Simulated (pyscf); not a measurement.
HC≡C–GeH₃ + H₂ -> GeH₄ + HC≡CH, a four-centre exchange (singlet surface; C–Ge, H–H broken, Ge–H, C–H formed). PySCF, gas phase, ωB97X-D3(BJ)/def2-SVP geometries. Energies in kcal/mol from the separated reactants.

Small-basis levels: PySCF, no dispersion term, spherical d functions. AM1 to PM7: differences of heats of formation from MOPAC, which are fitted to 298 K values and so differ in kind from electronic energies by zero-point and thermal terms. GFN2-xTB: tblite. Cost: rough CPU time at the saddle relative to B3LYP/6-31G*+LANL2DZ, from one job on a shared machine.

```json
[
 {"level": "HF/STO-3G", "barrier": "___", "reaction energy": "+4.3", "cost": "0.08"},
 {"level": "SVWN5/6-31G*+LANL2DZ", "barrier": "67.1", "reaction energy": "-1.3", "cost": "1"},
 {"level": "B3LYP/STO-3G", "barrier": "124.2", "reaction energy": "+8.7", "cost": "0.9"},
 {"level": "B3LYP/3-21G", "barrier": "88.7", "reaction energy": "+12.3", "cost": "1"},
 {"level": "M06-2X/6-31G*+LANL2DZ", "barrier": "83.2", "reaction energy": "+0.8", "cost": "2"},
 {"level": "B3LYP/6-311+G**+LANL2DZ", "barrier": "74.7", "reaction energy": "-5.0", "cost": "2"},
 {"level": "PBE/def2-SVP", "barrier": "67.7", "reaction energy": "-2.6", "cost": "3"},
 {"level": "B3LYP/def2-SVP", "barrier": "75.0", "reaction energy": "-3.8", "cost": "2"},
 {"level": "GFN2-xTB", "barrier": "58.4", "reaction energy": "-11.8", "cost": "under 0.02"},
 {"level": "AM1", "barrier": "79.3", "reaction energy": "+12.7", "cost": "under 0.02"},
 {"level": "PM3", "barrier": "___", "reaction energy": "+20.4", "cost": "under 0.02"},
 {"level": "PM7", "barrier": "105.0", "reaction energy": "+36.6", "cost": "under 0.02"},
 {"level": "ωB97M-D3(BJ)/def2-TZVP", "barrier": "___", "reaction energy": "-2.0", "cost": "–"}
]
```

### Question
Some entries are withheld; supply them.

### Answer

- HF/STO-3G, barrier: 145.2
- PM3, barrier: 81.2
- ωB97M-D3(BJ)/def2-TZVP, barrier: 75.5

Against the last row the barrier runs from -17.1 (GFN2-xTB) to +69.7 kcal/mol (HF/STO-3G). ωB97M-D3(BJ)/def2-TZVP has limits of its own. At the saddle there is also a short Ge–H contact that neither side keeps. HC≡C–GeH₃ lies 5.5 kcal/mol over its isomer H₂C=CH–GeH: [singlet] (electronic energy, ωB97M-D3(BJ)/def2-TZVP). This is the saddle that the search found; another between the same sides may lie lower. In the def2 sets elements up to Kr have no core potential.
